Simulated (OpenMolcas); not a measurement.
## SiH3Cl (chlorosilane): how far must the integration grid go?

SiH3Cl: 5 atoms, total charge 0, spin state singlet. As SMILES, `[SiH3]Cl`. The shape is that of a PBE0-D4/def2-TZVP optimisation.

```xyz
5

Si   -0.1120    0.0186   -0.0309
Cl    1.8383   -0.5135    0.3299
H    -0.9509   -0.4883    1.0791
H    -0.5347   -0.5857   -1.3149
H    -0.1908    1.4954   -0.1047
```

Program: OpenMolcas 26.06. Method: PBE0/def2-TZVPP. Swept: integration grid. Watched: the vertical energy of the triplet above the singlet. Each run: gradient. Hardware: 1 thread of Arm Neoverse V1, shared host.

The last row is the best point of the sweep, not the limit.

Q: The candidates, from coarse to fine: Coarse; SG1Grid; Fine; UltraFine. Estimate which is the coarsest that holds the vertical energy of the triplet above the singlet within 0.001 eV of the last.

A: Fine: it is 0.0001 eV off and takes 93 s, against 2.6 min for UltraFine.

```
integration grid  value (eV)  from the best (eV)  wall time
          Coarse      7.0905             +0.0474       74 s
         SG1Grid      7.0457             +0.0025       89 s
            Fine      7.0430             -0.0001       93 s
       UltraFine      7.0431              0.0000    2.6 min
```
